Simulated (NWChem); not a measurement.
Program: NWChem. System: difluoromethane (CH₂F₂), charge 0, spin multiplicity 1, at a geometry optimised with PBE0/def2-SVP. Level: EOM-CCSD/def2-SVPD, 3 core orbitals frozen.

Job file:

```
start mol
memory heap 100 mb stack 700 mb global 1900 mb
geometry units angstroms nocenter noautoz
  F      1.095795     0.000000     0.287172
  C      0.000000     0.000000    -0.490991
  F     -1.095795     0.000000     0.287172
  H      0.000000    -0.913695    -1.111578
  H      0.000000     0.913695    -1.111578
  symmetry group C2v
end
basis spherical
  * library def2-svpd
end
scf
  rhf
  nopen 0
  maxiter 100
  thresh 1e-7
  semidirect memsize 60000000 filesize 0
end
tce
  freeze core 3
  ccsd
  nroots 1
  2eorb
  2emet 13
  thresh 1e-5
  maxiter 200
  tilesize 24
end
task tce energy
```

Output (cleaned and shortened):

```
             Northwest Computational Chemistry Package (NWChem) 7.3.0
             --------------------------------------------------------

                                NWChem Input Module
                                -------------------

 Scaling coordinates for geometry "geometry" by  1.889725989
 (inverse scale =  0.529177249)

 Turning off AUTOSYM since
 SYMMETRY directive was detected!

                             Geometry "geometry" -> ""
                             -------------------------

 Output coordinates in angstroms (scale by  1.889725989 to convert to a.u.)

  No.       Tag          Charge          X              Y              Z
 ---- ---------------- ---------- -------------- -------------- --------------
    1 F                    9.0000     1.09579500     0.00000000     0.28717200
    2 C                    6.0000     0.00000000     0.00000000    -0.49099100
    3 F                    9.0000    -1.09579500     0.00000000     0.28717200
    4 H                    1.0000     0.00000000    -0.91369500    -1.11157800
    5 H                    1.0000     0.00000000     0.91369500    -1.11157800

 Effective nuclear repulsion energy (a.u.)      77.6550504557

            Nuclear Dipole moment (a.u.)
            ----------------------------
        X                 Y               Z
 ---------------- ---------------- ----------------
     0.0000000000     0.0000000000    -0.0000113384

      Symmetry information
      --------------------

 Group name             C2v
 Group number             16
 Group order               4
 No. of unique centers     3

      Symmetry unique atoms

     1    2    4


 Summary of "ao basis" -> "" (spherical)
 ------------------------------------------------------------------------------
       Tag                 Description            Shells   Functions and Types
 ---------------- ------------------------------  ------  ---------------------
 *                         def2-svpd                  on all atoms

 Summary of "ao basis" -> "ao basis" (spherical)
 ------------------------------------------------------------------------------
       Tag                 Description            Shells   Functions and Types
 ---------------- ------------------------------  ------  ---------------------
 F                         def2-svpd                 9       23   4s3p2d
 C                         def2-svpd                 8       20   4s2p2d
 H                         def2-svpd                 4        8   2s2p

                                 NWChem SCF Module
                                 -----------------

  ao basis        = "ao basis"
  functions       =    82
  atoms           =     5
  closed shells   =    13
  open shells     =     0
  charge          =   0.00
  wavefunction    = RHF
  use symmetry    = T
  symmetry adapt  = T

 Summary of "ao basis" -> "ao basis" (spherical)
 ------------------------------------------------------------------------------
       Tag                 Description            Shells   Functions and Types
 ---------------- ------------------------------  ------  ---------------------
 F                         def2-svpd                 9       23   4s3p2d
 C                         def2-svpd                 8       20   4s2p2d
 H                         def2-svpd                 4        8   2s2p

      Symmetry analysis of basis
      --------------------------

        a1         32
        a2         11
        b1         22
        b2         17

 Forming initial guess at       0.0s

      Superposition of Atomic Density Guess
      -------------------------------------

 Sum of atomic energies:        -237.21808071

      Non-variational initial energy
      ------------------------------

 Total energy =    -238.120556
 1-e energy   =    -483.444539
 2-e energy   =     167.668933
 HOMO         =      -0.389658
 LUMO         =       0.087083

      Symmetry analysis of molecular orbitals - initial
      -------------------------------------------------

  Numbering of irreducible representations:

     1 a1          2 a2          3 b1          4 b2

  Orbital symmetries:

     1 a1          2 b1          3 a1          4 a1          5 b1
     6 a1          7 b1          8 a1          9 b2         10 a2
    11 b1         12 a1         13 b2         14 a1         15 b1
    16 a1         17 b2         18 a1         19 b1         20 a1
    21 a2         22 b2         23 b1

 Starting SCF solution at       0.3s

 ----------------------------------------------
         Quadratically convergent ROHF

 Convergence threshold     :          1.000E-07
 Maximum no. of iterations :          100
 Final Fock-matrix accuracy:          1.000E-09
 ----------------------------------------------

              iter       energy          gnorm     gmax       time
             ----- ------------------- --------- --------- --------
                 1     -237.6583272180  1.12D+00  2.41D-01      0.3
                 2     -237.7213492359  2.62D-01  5.71D-02      0.4
                 3     -237.7266462558  1.50D-02  3.96D-03      0.5
                 4     -237.7266727428  1.10D-04  3.23D-05      0.6
                 5     -237.7266727441  4.29D-09  8.61D-10      0.8

       Final RHF  results
       ------------------

         Total SCF energy =   -237.726672744103
      One-electron energy =   -484.614223215231
      Two-electron energy =    169.232500015460
 Nuclear repulsion energy =     77.655050455667

        Time for solution =      0.5s

       Symmetry analysis of molecular orbitals - final
       -----------------------------------------------
[...]
 No. of initial right vectors    1

 EOM-CCSD right-hand side iterations
 --------------------------------------------------------------
      Residuum       Omega / hartree  Omega / eV    Cpu    Wall
 --------------------------------------------------------------

 Iteration   1 using    1 trial vectors
   0.6468870642845   0.5573810511043   15.16712     1.6     1.6

 Iteration   2 using    2 trial vectors
   0.1497299620063   0.4350965629385   11.83958     1.1     1.1

 Iteration   3 using    3 trial vectors
   0.1095958912896   0.4193739667636   11.41175     1.1     1.1

 Iteration   4 using    4 trial vectors
   0.0917003544704   0.4032040578679   10.97175     1.1     1.1

 Iteration   5 using    5 trial vectors
   0.0516738596914   0.3970990173974   10.80562     1.1     1.1

 Iteration   6 using    6 trial vectors
   0.0283385190458   0.3947567117436   10.74188     1.5     1.5

 Iteration   7 using    7 trial vectors
   0.0157450286985   0.3944210495238   10.73275     1.1     1.1

 Iteration   8 using    8 trial vectors
   0.0083740741286   0.3944554306856   10.73368     1.1     1.1

 Iteration   9 using    9 trial vectors
   0.0042759997105   0.3943152374169   10.72987     1.2     1.2

 Iteration  10 using   10 trial vectors
   0.0025005862697   0.3942929146962   10.72926     1.7     1.7

 Iteration  11 using   11 trial vectors
   0.0012171912548   0.3943070160360   10.72964     1.4     1.4

 Iteration  12 using   12 trial vectors
   0.0005492157891   0.3942989481604   10.72942     1.3     1.3

 Iteration  13 using   13 trial vectors
   0.0002923233885   0.3942985246783   10.72941     1.7     1.7

 Iteration  14 using   14 trial vectors
   0.0001916109978   0.3943003175366   10.72946     1.9     1.9

 Iteration  15 using   15 trial vectors
   0.0001241751701   0.3942996404543   10.72944     1.6     1.6

 Iteration  16 using   16 trial vectors
   0.0000817930223   0.3942995507533   10.72944     1.2     1.2

 Iteration  17 using   17 trial vectors
   0.0000526483593   0.3942996854569   10.72944     1.2     1.2

 Iteration  18 using   18 trial vectors
   0.0000330990342   0.3942995833262   10.72944     1.2     1.2

 Iteration  19 using   19 trial vectors
   0.0000215485942   0.3942995444279   10.72944     1.3     1.3

 Iteration  20 using   20 trial vectors
   0.0000143240029   0.3942996467362   10.72944     1.2     1.2

 Iteration  21 using   21 trial vectors
   0.0000085830195   0.3942996541255   10.72944     1.4     1.4
 --------------------------------------------------------------
 Iterations converged
 ------------------

 Excited state root  1
 Excitation energy / hartree =        0.394299654125457
                   / eV      =       10.729444070500815
 largest EOMCCSD amplitudes: R1 and R2

 Singles contributions
    14a1  (alpha) ---    10a2  (alpha)       -0.1240748161
    15b1  (alpha) ---     7b2  (alpha)        0.1010113433
    15b1  (alpha) ---    13b2  (alpha)        0.7795304349
    20b1  (alpha) ---    13b2  (alpha)       -0.3374085386
    23b1  (alpha) ---    13b2  (alpha)       -0.2922810219
    29b1  (alpha) ---    13b2  (alpha)       -0.1892370748
    34b1  (alpha) ---    13b2  (alpha)        0.1294263254

 Doubles contributions

 =========================================
 Excited-state calculation ( b1  symmetry)
 =========================================
 Dim. of EOMCC iter. space      500

 EOMCCSD SOLVER TYPE  1
  maxdiff =   0.73927395248313621

 No. of initial right vectors    1

 EOM-CCSD right-hand side iterations
 --------------------------------------------------------------
      Residuum       Omega / hartree  Omega / eV    Cpu    Wall
 --------------------------------------------------------------

 Iteration   1 using    1 trial vectors
   0.8220256565096   0.6411757404583   17.44729     2.0     2.0

 Iteration   2 using    2 trial vectors
   0.1268428916578   0.4586364854985   12.48014     1.1     1.1

 Iteration   3 using    3 trial vectors
   0.0674287269161   0.4507936883917   12.26673     1.1     1.1

 Iteration   4 using    4 trial vectors
   0.0520530946348   0.4466465471371   12.15388     1.1     1.1

 Iteration   5 using    5 trial vectors
   0.0345448680113   0.4433481753986   12.06412     1.1     1.1

 Iteration   6 using    6 trial vectors
   0.0316663292369   0.4422676681429   12.03472     1.2     1.2

 Iteration   7 using    7 trial vectors
   0.0334745513985   0.4408849775473   11.99710     1.2     1.2

 Iteration   8 using    8 trial vectors
   0.0206402634885   0.4402218193153   11.97905     1.2     1.2

 Iteration   9 using    9 trial vectors
   0.0130440458656   0.4399827604526   11.97255     1.1     1.1

 Iteration  10 using   10 trial vectors
   0.0112229667421   0.4397675704270   11.96669     2.2     2.2

 Iteration  11 using   11 trial vectors
   0.0068624973607   0.4396968129070   11.96476     1.6     1.6

 Iteration  12 using   12 trial vectors
   0.0033981326916   0.4396361314696   11.96311     1.3     1.3

 Iteration  13 using   13 trial vectors
   0.0020069370817   0.4396265446187   11.96285     1.2     1.2

 Iteration  14 using   14 trial vectors
   0.0015418217352   0.4396296185994   11.96294     1.2     1.2

 Iteration  15 using   15 trial vectors
   0.0010631090636   0.4396154403840   11.96255     1.2     1.2

 Iteration  16 using   16 trial vectors
   0.0005281305407   0.4396151632564   11.96254     1.2     1.2

 Iteration  17 using   17 trial vectors
   0.0003075608172   0.4396182891751   11.96263     1.2     1.2

 Iteration  18 using   18 trial vectors
   0.0002048844214   0.4396180730504   11.96262     1.2     1.2

 Iteration  19 using   19 trial vectors
   0.0001441373920   0.4396176859313   11.96261     1.2     1.2

 Iteration  20 using   20 trial vectors
   0.0000978917795   0.4396174652063   11.96260     1.2     1.2

 Iteration  21 using   21 trial vectors
   0.0000694874274   0.4396177415850   11.96261     1.2     1.2

 Iteration  22 using   22 trial vectors
   0.0000498483265   0.4396178348216   11.96262     1.2     1.2

 Iteration  23 using   23 trial vectors
   0.0000309217219   0.4396175998301   11.96261     1.2     1.2

 Iteration  24 using   24 trial vectors
   0.0000177808580   0.4396177851711   11.96261     1.2     1.2

 Iteration  25 using   25 trial vectors
   0.0000106008187   0.4396178112755   11.96261     1.2     1.2

 Iteration  26 using   26 trial vectors
   0.0000061173170   0.4396177230982   11.96261     1.5     1.5
 --------------------------------------------------------------
 Iterations converged
 ------------------

 Excited state root  1
 Excitation energy / hartree =        0.439617723098161
                   / eV      =       11.962611995804179
 largest EOMCCSD amplitudes: R1 and R2

 Singles contributions
    14a1  (alpha) ---    11b1  (alpha)        0.8235484333
    17a1  (alpha) ---    11b1  (alpha)       -0.1896493337
    18a1  (alpha) ---    11b1  (alpha)       -0.1697573272
    27a1  (alpha) ---    11b1  (alpha)       -0.1772778139
    15b1  (alpha) ---     8a1  (alpha)       -0.1049796610
    15b1  (alpha) ---    12a1  (alpha)        0.2524167158

 Doubles contributions

 =========================================
 Excited-state calculation ( b2  symmetry)
 =========================================
 Dim. of EOMCC iter. space      500

 EOMCCSD SOLVER TYPE  1
  maxdiff =   0.63128070053606955

 No. of initial right vectors    1

 EOM-CCSD right-hand side iterations
 --------------------------------------------------------------
      Residuum       Omega / hartree  Omega / eV    Cpu    Wall
 --------------------------------------------------------------

 Iteration   1 using    1 trial vectors
   0.6280959185599   0.4971792947498   13.52894     1.6     1.6

 Iteration   2 using    2 trial vectors
   0.1353768053106   0.3825537050553   10.40982     1.1     1.1

 Iteration   3 using    3 trial vectors
   0.0725987328463   0.3735374482920   10.16448     1.1     1.1

 Iteration   4 using    4 trial vectors
   0.0490531456190   0.3679121665110   10.01140     1.1     1.1

 Iteration   5 using    5 trial vectors
   0.0244849384383   0.3658703357131    9.95584     1.1     1.1

 Iteration   6 using    6 trial vectors
   0.0171703935464   0.3651346303165    9.93582     1.2     1.2

 Iteration   7 using    7 trial vectors
   0.0141846127697   0.3649251354234    9.93012     1.2     1.2

 Iteration   8 using    8 trial vectors
   0.0095242447707   0.3649171983340    9.92991     1.3     1.3

 Iteration   9 using    9 trial vectors
   0.0064480234305   0.3647856568300    9.92633     1.3     1.3

 Iteration  10 using   10 trial vectors
   0.0052933020012   0.3647033989034    9.92409     1.8     1.8

 Iteration  11 using   11 trial vectors
   0.0037006831205   0.3646962900659    9.92390     1.6     1.6

 Iteration  12 using   12 trial vectors
   0.0023001415142   0.3646763843418    9.92335     1.4     1.4

 Iteration  13 using   13 trial vectors
   0.0012810369072   0.3646791006380    9.92343     1.3     1.3

 Iteration  14 using   14 trial vectors
   0.0006793619164   0.3646829306746    9.92353     1.3     1.3

 Iteration  15 using   15 trial vectors
   0.0003143323348   0.3646824731434    9.92352     1.1     1.1

 Iteration  16 using   16 trial vectors
   0.0001436372516   0.3646824217739    9.92352     1.2     1.2

 Iteration  17 using   17 trial vectors
   0.0000757151011   0.3646821216460    9.92351     1.4     1.4

 Iteration  18 using   18 trial vectors
   0.0000464896091   0.3646819220983    9.92350     1.1     1.1

 Iteration  19 using   19 trial vectors
   0.0000225615588   0.3646818632122    9.92350     1.1     1.1

 Iteration  20 using   20 trial vectors
   0.0000101462078   0.3646819266901    9.92350     1.2     1.2

 Iteration  21 using   21 trial vectors
   0.0000049237397   0.3646819333296    9.92350     1.2     1.2
 --------------------------------------------------------------
 Iterations converged
 ------------------

 Excited state root  1
 Excitation energy / hartree =        0.364681933329596
                   / eV      =        9.923504538345425
 largest EOMCCSD amplitudes: R1 and R2

 Singles contributions
    14a1  (alpha) ---    13b2  (alpha)        0.8933528983
    18a1  (alpha) ---    13b2  (alpha)       -0.1909303868
    27a1  (alpha) ---    13b2  (alpha)       -0.1947447666

 Doubles contributions

 Task  times  cpu:      146.8s     wall:      146.8s

 Total times  cpu:      146.8s     wall:      146.8s
```
